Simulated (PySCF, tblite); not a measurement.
# C₃H₃F: changes of charge, electronic excitations, EPR parameters, part 2 of 2

tblite 0.8.0 and PySCF 2.14.0. Atoms count from 0.

## 13. Single point (C3H3F+ (doublet), [CH]=[C+]CF): wB97X-D3(BJ)/ma-def2-TZVP

Geometry: PBE0-D3(BJ)/def2-SVP.

What the job is given:

```
{"job": {"kind": "sp", "xc": "wB97X", "basis": "ma-def2-TZVP", "d3": "d3bj", "grid": 2}, "charge": 1, "multiplicity": 2}
C      1.612064    -0.234613    -0.467323
C      0.448271    -0.044508    -0.062444
C     -0.876276     0.147868     0.417237
F     -1.542470     1.158858    -0.116265
H      2.627689    -0.398866    -0.822097
H     -0.822951     0.222322     1.540127
H     -1.425278    -0.828903     0.299394
```

Standard output:

```text
final grid: 61344 points
cycle   1  E = -215.6198429661  dE = -3.096e-02  |g| = 1.518e-01  |ddm| = 6.599e-01
cycle   2  E = -215.6262175866  dE = -6.375e-03  |g| = 1.155e-01  |ddm| = 3.817e-01
cycle   3  E = -215.6316469019  dE = -5.429e-03  |g| = 2.237e-02  |ddm| = 1.209e-01
cycle   4  E = -215.6318528233  dE = -2.059e-04  |g| = 6.995e-03  |ddm| = 1.552e-02
cycle   5  E = -215.6319326184  dE = -7.980e-05  |g| = 3.836e-03  |ddm| = 1.133e-02
cycle   6  E = -215.6319658022  dE = -3.318e-05  |g| = 1.741e-03  |ddm| = 7.838e-03
cycle   7  E = -215.6319796941  dE = -1.389e-05  |g| = 9.907e-04  |ddm| = 9.360e-03
cycle   8  E = -215.6319817216  dE = -2.028e-06  |g| = 5.097e-04  |ddm| = 2.431e-03
cycle   9  E = -215.6319824164  dE = -6.948e-07  |g| = 1.591e-04  |ddm| = 2.030e-03
cycle  10  E = -215.6319824901  dE = -7.369e-08  |g| = 7.726e-05  |ddm| = 4.037e-04
cycle  11  E = -215.6319825130  dE = -2.291e-08  |g| = 3.892e-05  |ddm| = 2.443e-04
cycle  12  E = -215.6319825199  dE = -6.914e-09  |g| = 2.470e-05  |ddm| = 1.322e-04
converged SCF energy = -215.6319825199
```

Run time: 7.7 s. Hardware: 1 thread of Arm Neoverse V1, shared host; peak memory 0.59 GiB.

## 14. Single point (C3H3F): wB97X-D3(BJ)/ma-def2-TZVP in tetrahydrofuran

Geometry: PBE0-D3(BJ)/def2-SVP.

What the job is given:

```
{"job": {"kind": "sp", "xc": "wB97X", "basis": "ma-def2-TZVP", "d3": "d3bj", "grid": 2, "solvent": "tetrahydrofuran"}, "charge": 0, "multiplicity": 1}
C      1.608680    -0.270040    -0.437899
C      0.480411    -0.089689    -0.040582
C     -0.876224     0.115588     0.453298
F     -1.487529     1.178397    -0.154692
H      2.611253    -0.430205    -0.789855
H     -0.850467     0.296287     1.542207
H     -1.478757    -0.791731     0.272731
```

Standard output:

```text
final grid: 61344 points
cycle   1  E = -216.0323006640  dE = -5.376e-04  |g| = 1.336e-02  |ddm| = 1.936e-01
cycle   2  E = -216.0323412920  dE = -4.063e-05  |g| = 1.109e-02  |ddm| = 5.182e-02
cycle   3  E = -216.0323594711  dE = -1.818e-05  |g| = 2.261e-03  |ddm| = 9.638e-03
cycle   4  E = -216.0323615916  dE = -2.121e-06  |g| = 7.524e-04  |ddm| = 9.287e-03
cycle   5  E = -216.0323618318  dE = -2.402e-07  |g| = 1.527e-04  |ddm| = 2.586e-03
cycle   6  E = -216.0323618447  dE = -1.282e-08  |g| = 5.021e-05  |ddm| = 4.358e-04
cycle   7  E = -216.0323618470  dE = -2.305e-09  |g| = 2.726e-05  |ddm| = 1.920e-04
converged SCF energy = -216.0323618470
```

Wall time 3.3 s (1 thread of Arm Neoverse V1, shared host); peak memory 0.61 GiB.

## 15. Single point (C3H3F+ (doublet), [CH]=[C+]CF): wB97X-D3(BJ)/ma-def2-TZVP in tetrahydrofuran

Geometry: PBE0-D3(BJ)/def2-SVP.

What the job is given:

```
{"job": {"kind": "sp", "xc": "wB97X", "basis": "ma-def2-TZVP", "d3": "d3bj", "grid": 2, "solvent": "tetrahydrofuran"}, "charge": 1, "multiplicity": 2}
C      1.612064    -0.234613    -0.467323
C      0.448271    -0.044508    -0.062444
C     -0.876276     0.147868     0.417237
F     -1.542470     1.158858    -0.116265
H      2.627689    -0.398866    -0.822097
H     -0.822951     0.222322     1.540127
H     -1.425278    -0.828903     0.299394
```

Standard output:

```text
final grid: 61344 points
cycle   1  E = -215.7248506107  dE = -8.806e-04  |g| = 1.789e-02  |ddm| = 2.083e-01
cycle   2  E = -215.7249055920  dE = -5.498e-05  |g| = 1.808e-02  |ddm| = 5.456e-02
cycle   3  E = -215.7249971878  dE = -9.160e-05  |g| = 2.035e-03  |ddm| = 8.681e-03
cycle   4  E = -215.7250067848  dE = -9.597e-06  |g| = 1.013e-03  |ddm| = 9.381e-03
cycle   5  E = -215.7250096677  dE = -2.883e-06  |g| = 6.341e-04  |ddm| = 2.449e-03
cycle   6  E = -215.7250110007  dE = -1.333e-06  |g| = 3.584e-04  |ddm| = 1.916e-03
cycle   7  E = -215.7250116512  dE = -6.505e-07  |g| = 1.201e-04  |ddm| = 1.797e-03
cycle   8  E = -215.7250116815  dE = -3.030e-08  |g| = 3.554e-05  |ddm| = 4.327e-04
cycle   9  E = -215.7250116841  dE = -2.652e-09  |g| = 1.810e-05  |ddm| = 1.511e-04
converged SCF energy = -215.7250116841
```

Run time: 6.3 s. Hardware: 1 thread of Arm Neoverse V1, shared host; peak memory 0.61 GiB.

## 16. Changes of charge: wB97X-D3(BJ)/ma-def2-TZVP

This step combines the energies above: geometries from PBE0-D3(BJ)/def2-SVP, zero-point and thermal terms from PBE0-D3(BJ)/def2-SVP.

What the job is given:

```
{"job": {"kind": "rx", "dirs": [1], "geom": {"xc": "PBE0", "basis": "def2-SVP", "d3": "d3bj", "grid": 1}, "hess": 1, "level": {"xc": "wB97X", "basis": "ma-def2-TZVP", "d3": "d3bj", "solvents": ["tetrahydrofuran"]}}, "charge": 0, "multiplicity": 1}
C      1.608680    -0.270040    -0.437899
C      0.480411    -0.089689    -0.040582
C     -0.876224     0.115588     0.453298
F     -1.487529     1.178397    -0.154692
H      2.611253    -0.430205    -0.789855
H     -0.850467     0.296287     1.542207
H     -1.478757    -0.791731     0.272731
```

Output (the driver's rows laid out field by field):

```text
ionisation and electron attachment, wB97X-D3(BJ)/ma-def2-TZVP // PBE0-D3(BJ)/def2-SVP

row 1
  change                  oxidation
  charge                  1
  multiplicity            2
  vertical_ev             10.7911
  vertical_s2             0.753
  formula                 C3H3F
  smiles                  [CH]=[C+]CF
  kept                    yes
  pieces                  1
  point_group             Cs
  adiabatic_electronic_ev 10.7336
  adiabatic_ev            10.6376
  free_energy_ev          10.6165
  s2                      0.755
  bonds_moved             2 3 1.369 1.323; 0 1 1.21 1.247; 1 2 1.458 1.422; 2 6 1.104 1.127
  spin_on                 0 C 0.581; 1 C 0.266
  charge_moved            0 C 0.344; 1 C 0.272; 6 H 0.094; 5 H 0.094
  vertical_back_ev        10.4287
  relaxation_parent_ev    0.3049
  relaxation_ion_ev       0.0575
  reorganisation_ev       0.3624
  solution                solvent tetrahydrofuran, absolute_potential_v 8.2462, solvation_parent_kj -15.56, solvation_ion_kj -244.25
```

Run time: 2.6 min. Hardware: 1 thread of Arm Neoverse V1, shared host; peak memory 0.61 GiB.

Energy taken up on oxidation, or given off on reduction (eV; adiabatic with zero-point energy):

```
                    change      product  vertical  adiabatic  free energy  reorganisation  ⟨S²⟩
oxidation (multiplicity 2)  [CH]=[C+]CF     10.79      10.64        10.62            0.36  0.76
```

On oxidation to multiplicity 2 charge changes most on C0 (+0.34 e), C1 (+0.27 e), H6 (+0.09 e); the spin sits on C0 (0.58), C1 (0.27); the bond C2–F3 goes from 1.369 to 1.323 Å; the absolute potential is 8.25 V in tetrahydrofuran.

## 17. Electronic excitations: TDDFT CAM-B3LYP/def2-SVPD

What the job is given:

```
{"job": {"kind": "uv", "xc": "CAM-B3LYP", "basis": "def2-SVPD", "nstates": 6, "ntriplets": 0}, "charge": 0, "multiplicity": 1}
C      1.608680    -0.270040    -0.437899
C      0.480411    -0.089689    -0.040582
C     -0.876224     0.115588     0.453298
F     -1.487529     1.178397    -0.154692
H      2.611253    -0.430205    -0.789855
H     -0.850467     0.296287     1.542207
H     -1.478757    -0.791731     0.272731
```

Method: TDDFT CAM-B3LYP/def2-SVPD, vertical, gas phase, core orbitals frozen in the response.

Standard output:

```text
coarse grid: 6208 points
cycle   1  E = -215.5518508732  dE =  4.343e-01  |g| = 4.938e-01  |ddm| = 6.543e+00
cycle   2  E = -215.5445742437  dE =  7.277e-03  |g| = 5.830e-01  |ddm| = 1.702e+00
cycle   3  E = -215.6004928171  dE = -5.592e-02  |g| = 6.696e-02  |ddm| = 5.623e-01
cycle   4  E = -215.6011897030  dE = -6.969e-04  |g| = 3.351e-02  |ddm| = 1.257e-01
cycle   5  E = -215.6014288485  dE = -2.391e-04  |g| = 1.213e-02  |ddm| = 9.234e-02
cycle   6  E = -215.6014614940  dE = -3.265e-05  |g| = 2.668e-03  |ddm| = 1.978e-02
cycle   7  E = -215.6014633017  dE = -1.808e-06  |g| = 2.420e-04  |ddm| = 8.511e-03
final grid: 61344 points
cycle   8  E = -215.6391679567  dE = -1.511e-05  |g| = 3.148e-03  |ddm| = 4.749e-02
cycle   9  E = -215.6391673929  dE =  5.638e-07  |g| = 3.830e-03  |ddm| = 6.786e-03
cycle  10  E = -215.6391697265  dE = -2.334e-06  |g| = 2.687e-04  |ddm| = 2.708e-03
cycle  11  E = -215.6391697386  dE = -1.212e-08  |g| = 1.299e-04  |ddm| = 6.626e-04
cycle  12  E = -215.6391697416  dE = -2.968e-09  |g| = 6.849e-05  |ddm| = 2.345e-04
cycle  13  E = -215.6391697428  dE = -1.145e-09  |g| = 5.911e-06  |ddm| = 9.846e-05
cycle  14  E = -215.6391697428  dE = -8.981e-12  |g| = 1.723e-06  |ddm| = 1.327e-05
converged SCF energy = -215.6391697428

Static polarisability (au): isotropic 36.151, principal 28.276 29.572 50.607

Singlet excitations
state   eV       nm        f      main configurations
  1   6.0247    205.8   0.00010   H->L 0.75, H->L+1 0.16
  2   6.6638    186.1   0.00371   H-1->L 0.44, H->L+2 0.41, H-1->L+1 0.09
  3   7.0169    176.7   0.00011   H-1->L+2 0.93
  4   7.7807    159.3   0.02544   H->L+1 0.80, H->L 0.17
  5   8.1685    151.8   0.07412   H-1->L+1 0.73, H-1->L 0.21
  6   8.6541    143.3   0.01470   H->L+3 0.89
```

It took 4.6 s on 1 thread of Arm Neoverse V1, shared host.

Frontier orbitals and where they lie:

```
orbital      eV                      atoms
 HOMO−3  -12.38  F3 64 %, C2 16 %, C1 10 %
 HOMO−2  -12.15   F3 56 %, C2 18 %, C1 7 %
 HOMO−1   -9.97   C1 44 %, C0 42 %, C2 5 %
   HOMO   -9.58   C0 41 %, C1 38 %, C2 9 %
   LUMO    0.96  C0 24 %, C2 23 %, C1 23 %
 LUMO+1    1.48  C0 35 %, C1 23 %, C2 14 %
 LUMO+2    1.85  C0 31 %, C1 29 %, H4 13 %
```

With each of the 6 states as a Gaussian band of 0.4 eV half-width at 1/e, the curve within the window shown has maxima at 185 nm (ε 150), 152 nm (ε 3,600) L/(mol cm). Beyond the last state computed it falls off for lack of states. The curve at chosen wavelengths:

```json
{"nm": "138", "ε (L/mol/cm)": "403"}
{"nm": "142", "ε (L/mol/cm)": "1096"}
{"nm": "145", "ε (L/mol/cm)": "1935"}
{"nm": "149", "ε (L/mol/cm)": "3178"}
{"nm": "152", "ε (L/mol/cm)": "3561"}
{"nm": "156", "ε (L/mol/cm)": "2993"}
{"nm": "160", "ε (L/mol/cm)": "1899"}
{"nm": "163", "ε (L/mol/cm)": "1169"}
{"nm": "167", "ε (L/mol/cm)": "507"}
{"nm": "170", "ε (L/mol/cm)": "244"}
{"nm": "174", "ε (L/mol/cm)": "111"}
{"nm": "178", "ε (L/mol/cm)": "109"}
{"nm": "181", "ε (L/mol/cm)": "133"}
{"nm": "185", "ε (L/mol/cm)": "153"}
{"nm": "188", "ε (L/mol/cm)": "146"}
{"nm": "192", "ε (L/mol/cm)": "112"}
{"nm": "196", "ε (L/mol/cm)": "72"}
{"nm": "199", "ε (L/mol/cm)": "46"}
{"nm": "203", "ε (L/mol/cm)": "24"}
{"nm": "206", "ε (L/mol/cm)": "14"}
{"nm": "210", "ε (L/mol/cm)": "7"}
{"nm": "214", "ε (L/mol/cm)": "4"}
{"nm": "217", "ε (L/mol/cm)": "3"}
{"nm": "221", "ε (L/mol/cm)": "1"}
{"nm": "224", "ε (L/mol/cm)": "1"}
{"nm": "228", "ε (L/mol/cm)": "0"}
```

Further results of this job:

```
           property  computed
  dipole moment (D)      1.83
polarisability (Å³)      5.36
 HOMO–LUMO gap (eV)     10.54
      −ε(HOMO) (eV)      9.58
```

## 18. EPR parameters (C3H3F+ (doublet), [CH]=[C+]CF): UKS B3LYP, pcH-1 on C F H

What the job is given:

```
{"job": {"kind": "epr", "basis": "pcH-1"}, "charge": 1, "multiplicity": 2}
C      1.612064    -0.234613    -0.467323
C      0.448271    -0.044508    -0.062444
C     -0.876276     0.147868     0.417237
F     -1.542470     1.158858    -0.116265
H      2.627689    -0.398866    -0.822097
H     -0.822951     0.222322     1.540127
H     -1.425278    -0.828903     0.299394
```

Method: UKS B3LYP, pcH-1 on C F H, non-relativistic, mean-field spin-orbit, GIAO.

Standard output:

```text
UKS, coarse grid
  cycle   1  E = -215.45907595  |g| = 3.48e-01
  cycle   2  E = -215.22744793  |g| = 8.60e-01
  cycle   3  E = -215.49423059  |g| = 1.49e-01
  cycle   4  E = -215.50333598  |g| = 5.63e-02
  cycle   5  E = -215.50449331  |g| = 3.07e-02
  cycle   6  E = -215.50496793  |g| = 1.23e-02
  cycle   7  E = -215.50504152  |g| = 2.78e-03
  cycle   8  E = -215.50504755  |g| = 1.62e-03
  cycle   9  E = -215.50504957  |g| = 4.12e-04
UKS, final grid
  cycle   1  E = -215.50502744  |g| = 6.06e-04
  cycle   2  E = -215.50502709  |g| = 1.20e-03
  cycle   3  E = -215.50502769  |g| = 1.13e-04
  cycle   4  E = -215.50502772  |g| = 1.22e-04
  cycle   5  E = -215.50502774  |g| = 4.89e-05
  cycle   6  E = -215.50502775  |g| = 8.68e-06
internal stability: stable
E = -215.50502775 Eh   <S^2> = 0.7535 (exact 0.7500)
g shifts (ppm)      1          2          3
  rmc          -156       -156       -156
  gc              3         29         30
  oz_so         -13       2502      11010
  total        -166       2376      10884
hyperfine (MHz)  atom isotope    a_iso     a_fc   dipolar eigenvalues
    0   13C      37.66      37.66    -48.46    -48.00     96.46
    1   13C      -8.75      -8.75    -34.26    -18.46     52.72
    2   13C     -27.32     -27.32    -10.92     -8.40     19.32
    3   19F      26.15      26.15   -117.05   -110.97    228.02
    4    1H     -50.29     -50.29    -21.25     -5.77     27.02
    5    1H     222.83     222.83     -8.46     -5.11     13.57
    6    1H     222.84     222.84     -8.45     -5.11     13.57
```

It took 23 s on 1 thread of Arm Neoverse V1, shared host.

Principal g values 2.00215, 2.00470, 2.01320; g(iso) = 2.00668, against 2.00232 for a free electron.

Mean a(iso) over the nuclei that a row names, and the largest dipolar term of the row (other rows stand at the frozen geometry):

```
nuclei  isotope  a(iso) (MHz)  a(iso) (G, at g = 2.0023)  largest dipolar term (MHz)
H5, H6       1H         222.8                       79.5                        13.6
    H4       1H         -50.3                      -17.9                        27.0
    C0      13C          37.7                       13.4                        96.5
    C2      13C         -27.3                       -9.7                        19.3
    F3      19F          26.1                        9.3                       228.0
    C1      13C          -8.7                       -3.1                        52.7
```

Mulliken spin populations:

```
atom  value (e)
  C0       0.56
  C1       0.23
  C2       0.02
  F3       0.05
  H4      -0.02
  H5       0.08
  H6       0.08
```

In first order the couplings over 0.8 MHz of 1H, 19F give 12 distinct lines over 186.3 G, if the averaged nuclei exchange fast.

## 19. Spectra of the species

What the job is given:

```
{"job": {"kind": "rx", "dirs": [1], "geom": {"xc": "PBE0", "basis": "def2-SVP", "d3": "d3bj", "grid": 1}, "hess": 1, "level": {"xc": "wB97X", "basis": "ma-def2-TZVP", "d3": "d3bj", "solvents": ["tetrahydrofuran"]}, "spectra": true}, "charge": 0, "multiplicity": 1}
C      1.608680    -0.270040    -0.437899
C      0.480411    -0.089689    -0.040582
C     -0.876224     0.115588     0.453298
F     -1.487529     1.178397    -0.154692
H      2.611253    -0.430205    -0.789855
H     -0.850467     0.296287     1.542207
H     -1.478757    -0.791731     0.272731
```

Standard output:

```text
uv C#CCF +0: TDDFT CAM-B3LYP/def2-SVPD, vertical, gas phase, core orbitals frozen in the response
epr [CH]=[C+]CF +1: UKS B3LYP, pcH-1 on C F H, non-relativistic, mean-field spin-orbit, GIAO
```

Run time: 28 s. Hardware: 1 thread of Arm Neoverse V1, shared host.

This step only lists the spectra that were run on the species above.

## 20. Results

This closing draws on all 2 parts.

| quantity | value |
| --- | --- |
| strongest single infrared mode (GFN2-xTB) | 1034 cm⁻¹, 72 km/mol |
| zero-point energy (GFN2-xTB) | 29.6 kcal/mol |
| point group | Cs |
| rotational constants (main isotopes) | 36.59, 4.58, 4.18 GHz |
| ionisation energy (wB97X-D3(BJ)/ma-def2-TZVP) | vertical 10.79 eV, adiabatic 10.64 eV |
| lowest singlet (CAM-B3LYP/def2-SVPD) | 6.02 eV (206 nm), f = 0.000 |
| brightest single state of those computed | state 5, 8.17 eV, f = 0.074 |

What this shows: No mode is imaginary among the 15: a minimum at this level. The strongest single mode, at 1034 cm⁻¹, moves mainly C2. GFN2-xTB is a fitted tight-binding method: band positions and strengths are rough. Its intensities can rank the bands wrongly. Relaxing lowered the energy by 0.040 eV in 8 steps; the close pair that moved most is C0–H4, from 1.049 to 1.075 Å (PBE0/def2-SVP). At wB97X-D3(BJ)/ma-def2-TZVP, relaxation with the zero-point term after oxidation moves the energy taken up from 10.79 eV (vertical) to 10.64 eV (adiabatic, with zero-point energy). The lowest singlet, at 6.02 eV, is HOMO→LUMO 0.75, HOMO→LUMO+1 0.16 and is dark; of the 6 states computed, the strongest absorption comes from state 5 at 8.17 eV.
